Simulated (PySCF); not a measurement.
# Which basis set comes closest?

Molecule: `FC(F)CS`, C2H4F2S.

Atom-mapped SMILES (the numbers label the heavy atoms): `[F:1][CH:2]([F:3])[CH2:4][SH:5]`. Hydrogens are named by the atom that carries them.

Geometry PBE0-D3(BJ)/def2-SVP throughout; GIAO in PySCF, gas phase, one conformer, non-relativistic; equivalent atoms averaged; functional PBE0.

Reference values (measured; G. Saielli, R. Bini, A. Bagno, Computational 19F NMR. 2. Organic compounds, RSC Adv. 2014, ESI (exp. from Berger-Braun-Kalinowski 1994 and Everett 1995)): δ(F1/F3) = -116.9 ppm vs CFCl3. Computed shifts are taken against CFCl3, calculated as an isolated molecule at each level.

Q: How do the basis sets STO-3G, 6-31G, pcSseg-0, 6-31G*, def2-SVP, cc-pVDZ, pcSseg-1, aug-cc-pVDZ, 6-311+G(2d,p), def2-TZVP, cc-pVTZ, IGLO-III, pcSseg-2 perform against the reference? Times are CPU seconds on shared hosts with different chips, so compare them loosely.

A: 
| basis set | functions | F1/F3 | abs. error F | core-s |
| --- | --- | --- | --- | --- |
| STO-3G | 33 | -118.7 | 1.8 | 2 |
| 6-31G | 57 | -147.1 | 30.2 | 3.9 |
| pcSseg-0 | 57 | -149.1 | 32.2 | 3.5 |
| 6-31G* | 82 | -133.3 | 16.4 | 5.1 |
| def2-SVP | 94 | -119.3 | 2.4 | 5.2 |
| cc-pVDZ | 94 | -129.4 | 12.5 | 5.9 |
| pcSseg-1 | 112 | -138.2 | 21.3 | 14 |
| aug-cc-pVDZ | 155 | -131.5 | 14.6 | 12 |
| 6-311+G(2d,p) | 167 | -140.2 | 23.3 | 11 |
| def2-TZVP | 185 | -135.9 | 19.0 | 14 |
| cc-pVTZ | 210 | -134.0 | 17.1 | 17 |
| IGLO-III | 224 | -138.8 | 21.9 | 19 |
| pcSseg-2 | 243 | -138.2 | 21.3 | 33 |

For 19F the closest is STO-3G (1.8 ppm) and the furthest pcSseg-0 (32.2 ppm). Where a smaller basis beats a larger one, errors probably cancel; the largest sets show where the functional converges. One molecule is a small sample, and vibrational and solvent effects are absent from the calculation.

A small basis that lands close on one nucleus may do so by chance; judge by the trend and by all nuclei.
